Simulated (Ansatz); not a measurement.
Input file:

```yaml
crystal:
  periodic: [false, false, false]
  atoms:
    - {symbol: Al, position_ang: [0.000007, -0.186171, 3.954235]}
    - {symbol: Ga, position_ang: [0.000056, -0.004815, 0.026419]}
    - {symbol: N, position_ang: [0.000022, -0.322153, -1.696034]}
    - {symbol: H, position_ang: [-0.000086, 0.513138, -2.284620]}
basis:
  gaussian: {orbitals: cc-pVDZ}
magnetization: {spin_polarized: true, initial_magnetization: 2}
hamiltonian: {xc: {name: PBE0}}
output: {orbitals: {seedname: orbitals}}
```

```sh
$ ansatz run in.yaml --threads 1 --pin off --events-out ev --progress --plain --max-ram 2393MiB
```

(1) Roughly how long does this take on 1 thread of Arm Neoverse V2, shared host, and how much host memory?

```
687 factors; integrals over basis functions are off by at most 9.2e-4 eV
mean field evaluation 1: about -60452.0484 eV, gradient 4.8e1 eV
mean field evaluation 2: about -60262.6219 eV, gradient 1.1e2 eV
mean field evaluation 4: about -60358.7678 eV, gradient 7.9e1 eV
mean field evaluation 8: about -60464.7019 eV, gradient 4.8e-1 eV
mean field evaluation 16: about -60464.7184 eV, gradient 2.1e-5 eV
mean field evaluation 32: about -60464.7174 eV, gradient 2.9e-2 eV
mean field -60464.71835573 eV, -2222.0374151150 hartree, gradient 6.5e-6 eV, S^2 2.028132; 7 other end points of the search recorded, 0 dependent functions left out
reference -60464.71838425 eV, -2222.0374161631 hartree; 27, 25 occupied and 37, 39 virtual orbitals, 687 factors
Total energy: -60464.71838425 eV, -2222.0374161631 hartree
```

## Answers

(1) 12 s wall and 0.18 GiB.
